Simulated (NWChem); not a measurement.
Program: NWChem. System: chloromethane (CH3Cl), charge 0, spin multiplicity 1, optimised in this run. Level: PBE/def2-SVP.

Job file:

```
start mol
memory heap 200 mb stack 800 mb global 1000 mb
geometry units angstroms
  C      0.056496     1.121337     0.000000
  Cl    -0.032928    -0.653587     0.000000
  H      0.588382     1.435061     0.892759
  H      0.588382     1.435061    -0.892759
  H     -0.955958     1.512842     0.000000
  symmetry group Cs
end
basis spherical
  * library def2-svp
end
dft
  xc xpbe96 cpbe96
  semidirect memsize 60000000 filesize 0
  iterations 100
end
driver
  maxiter 80
end
task dft optimize
task dft freq
```

Part of the output:

```
             Northwest Computational Chemistry Package (NWChem) 7.3.0
             --------------------------------------------------------

                                NWChem Input Module
                                -------------------

 Scaling coordinates for geometry "geometry" by  1.889725989
 (inverse scale =  0.529177249)

 Turning off AUTOSYM since
 SYMMETRY directive was detected!

          ------
          auto-z
          ------
  Looking for out-of-plane bends

                             Geometry "geometry" -> ""
                             -------------------------

 Output coordinates in angstroms (scale by  1.889725989 to convert to a.u.)

  No.       Tag          Charge          X              Y              Z
 ---- ---------------- ---------- -------------- -------------- --------------
    1 C                    6.0000     0.05649577     1.12133673     0.00000000
    2 Cl                  17.0000    -0.03292823    -0.65358727     0.00000000
    3 H                    1.0000     0.58838177     1.43506073     0.89275900
    4 H                    1.0000     0.58838177     1.43506073    -0.89275900
    5 H                    1.0000    -0.95595823     1.51284173     0.00000000

 Effective nuclear repulsion energy (a.u.)      51.4962393898

            Nuclear Dipole moment (a.u.)
            ----------------------------
        X                 Y               Z
 ---------------- ---------------- ----------------
     0.0000000000    -0.0000000000     0.0000000000

      Symmetry information
      --------------------

 Group name             Cs
 Group number              2
 Group order               2
 No. of unique centers     4

      Symmetry unique atoms

     1    2    3    5


 Summary of "ao basis" -> "" (spherical)
 ------------------------------------------------------------------------------
       Tag                 Description            Shells   Functions and Types
 ---------------- ------------------------------  ------  ---------------------
 *                          def2-svp                  on all atoms

  pbe96 is a nonlocal functional; adding pw91lda local functional.

                           NWChem Geometry Optimization
                           ----------------------------

 maximum gradient threshold         (gmax) =   0.000450
 rms gradient threshold             (grms) =   0.000300
 maximum cartesian step threshold   (xmax) =   0.001800
 rms cartesian step threshold       (xrms) =   0.001200
 fixed trust radius                (trust) =   0.300000
 maximum step size to saddle      (sadstp) =   0.100000
 energy precision                  (eprec) =   5.0D-06
 maximum number of steps          (nptopt) =   80
 initial hessian option           (inhess) =    0
 line search option               (linopt) =    1
 hessian update option            (modupd) =    1
 saddle point option              (modsad) =    0
 initial eigen-mode to follow     (moddir) =    0
 initial variable to follow       (vardir) =    0
 follow first negative mode     (firstneg) =    T
 apply conjugacy                    (opcg) =    F
 source of zmatrix                         =   autoz

          -------------------
          Energy Minimization
          -------------------

 Names of Z-matrix variables
    1              2              3              4              5
    6              7              8              9             10

 Variables with the same non-blank name are constrained to be equal

 Using diagonal initial Hessian
[...]
          MASS-WEIGHTED PROJECTED HESSIAN (Hartree/Bohr/Bohr/Kamu)
          --------------------------------------------------------

               1            2            3            4            5            6            7            8            9           10
   ----- ----- ----- ----- -----
    1    4.52072D+01
    2   -9.01529D-01  2.73516D+01
    3   -3.86581D-08 -3.64449D-08  4.52523D+01
    4   -1.61427D+00 -2.83475D-01  9.95194D-08  5.86312D-01
    5   -2.83476D-01 -7.22683D+00  1.75251D-07  2.81578D-01  6.16170D+00
    6   -1.08710D-07  4.76563D-08 -1.59995D+00  1.04954D-08 -1.44589D-08  5.72116D-01
    7   -3.21748D+01 -1.06391D+01 -3.18918D+01  3.68229D-01  3.04830D-02  3.13566D-01  1.10723D+02
    8   -1.08239D+01 -1.60709D+01 -1.84737D+01 -1.88729D+00 -3.71445D+00 -2.92489D+00  3.94325D+01  6.87977D+01
    9   -3.18758D+01 -1.81541D+01 -6.67610D+01  4.80671D-01  3.92516D-01  9.82710D-01  1.17410D+02  6.57783D+01  2.38234D+02
   10   -3.21748D+01 -1.06391D+01  3.18918D+01  3.68230D-01  3.04841D-02 -3.13565D-01  8.05300D+00  4.87271D+00 -1.29208D+01  1.10723D+02
   11   -1.08239D+01 -1.60709D+01  1.84737D+01 -1.88729D+00 -3.71445D+00  2.92489D+00  4.87273D+00  3.90914D+00 -6.24783D+00  3.94325D+01
   12    3.18758D+01  1.81541D+01 -6.67610D+01 -4.80672D-01 -3.92517D-01  9.82707D-01  1.29208D+01  6.24785D+00 -1.54563D+01 -1.17410D+02
   13   -8.21349D+01  2.60589D+01 -1.12984D-07  1.38013D+00 -7.41418D-01 -4.11834D-07 -9.92180D+00  4.16083D+00  2.67092D+00 -9.92180D+00
   14    2.64284D+01 -1.96691D+01  4.00712D-07  3.09413D+00 -3.92915D+00  1.78150D-09 -7.77309D+00  4.62753D+00  8.00353D-01 -7.77308D+00
   15    5.33305D-08  8.46697D-07 -1.32025D+01  4.26494D-07  4.46480D-07  1.85397D-01 -2.21310D+01  8.94857D+00  1.80058D+00  2.21310D+01

              11           12           13           14           15
   ----- ----- ----- ----- -----
   11    6.87977D+01
   12   -6.57783D+01  2.38234D+02
   13    4.16083D+00 -2.67092D+00  2.95131D+02
   14    4.62753D+00 -8.00355D-01 -9.38740D+01  8.17600D+01
   15   -8.94857D+00  1.80058D+00 -1.40401D-08  1.38402D-06  4.08638D+01

 center of mass
 --------------
 x =  -0.01128548 y =  -0.22412618 z =   0.00000000

 moments of inertia (a.u.)
 ------------------
         137.097848067778          -6.313007651030           0.000000000000
          -6.313007651030          12.099566128518           0.000000000000
           0.000000000000           0.000000000000         137.415897823800

 Rotational Constants
 --------------------
 A=   5.109704 cm-1  (  7.351560 K)
 B=   0.438087 cm-1  (  0.630296 K)
 C=   0.438087 cm-1  (  0.630296 K)

 Temperature                      =   298.15K
 frequency scaling parameter      =   1.0000

 Zero-Point correction to Energy  =   22.897 kcal/mol  (  0.036489 au)
 Thermal correction to Energy     =   24.804 kcal/mol  (  0.039527 au)
 Thermal correction to Enthalpy   =   25.396 kcal/mol  (  0.040471 au)

 Total Entropy                    =   58.202 cal/mol-K
   - Translational                =   37.635 cal/mol-K (mol. weight =  49.9923)
   - Rotational                   =   20.028 cal/mol-K (symmetry #  =        1)
   - Vibrational                  =    0.539 cal/mol-K

 Cv (constant volume heat capacity) =    7.885 cal/mol-K
   - Translational                  =    2.979 cal/mol-K
   - Rotational                     =    2.979 cal/mol-K
   - Vibrational                    =    1.926 cal/mol-K


 ----------------------------------------------------------------------------
 Normal Eigenvalue ||    Projected Derivative Dipole Moments (debye/angs)
  Mode   [cm**-1]  ||      [d/dqX]             [d/dqY]           [d/dqZ]
 ------ ---------- || ------------------ ------------------ -----------------
    1       -0.000 ||      -0.003               0.000            -0.139
    2       -0.000 ||       0.239              -0.012             0.001
    3       -0.000 ||       0.000              -0.000             0.152
    4        0.000 ||      -0.153               0.008            -0.002
    5        0.000 ||      -0.004               0.000             0.195
    6        0.000 ||      -0.000               0.000            -0.001
    7      726.713 ||       0.036               0.709            -0.000
    8      980.323 ||      -0.000               0.000             0.309
    9      980.331 ||       0.309              -0.016             0.000
   10     1313.677 ||      -0.026              -0.525            -0.000
   11     1405.676 ||      -0.001               0.000             0.410
   12     1405.679 ||       0.409              -0.021             0.001
   13     2993.206 ||      -0.036              -0.714            -0.000
   14     3109.379 ||      -0.000               0.000             0.347
   15     3109.381 ||      -0.347               0.017            -0.000
 ----------------------------------------------------------------------------

 ----------------------------------------------------------------------------
 Normal Eigenvalue ||           Projected Infra Red Intensities
  Mode   [cm**-1]  || [atomic units] [(debye/angs)**2] [(KM/mol)] [arbitrary]
 ------ ---------- || -------------- ----------------- ---------- -----------
    1       -0.000 ||    0.000842           0.019         0.821       1.312
    2       -0.000 ||    0.002482           0.057         2.419       3.869
    3       -0.000 ||    0.000999           0.023         0.974       1.557
    4        0.000 ||    0.001014           0.023         0.988       1.581
    5        0.000 ||    0.001657           0.038         1.615       2.583
    6        0.000 ||    0.000000           0.000         0.000       0.000
    7      726.713 ||    0.021835           0.504        21.286      34.037
    8      980.323 ||    0.004140           0.096         4.036       6.453
    9      980.331 ||    0.004140           0.096         4.036       6.453
   10     1313.677 ||    0.011975           0.276        11.674      18.667
   11     1405.676 ||    0.007274           0.168         7.091      11.339
   12     1405.679 ||    0.007274           0.168         7.091      11.339
   13     2993.206 ||    0.022131           0.511        21.574      34.498
   14     3109.379 ||    0.005231           0.121         5.099       8.154
   15     3109.381 ||    0.005233           0.121         5.102       8.158
 ----------------------------------------------------------------------------

 Task  times  cpu:       25.7s     wall:       25.7s

 Total times  cpu:       31.8s     wall:       31.8s
```
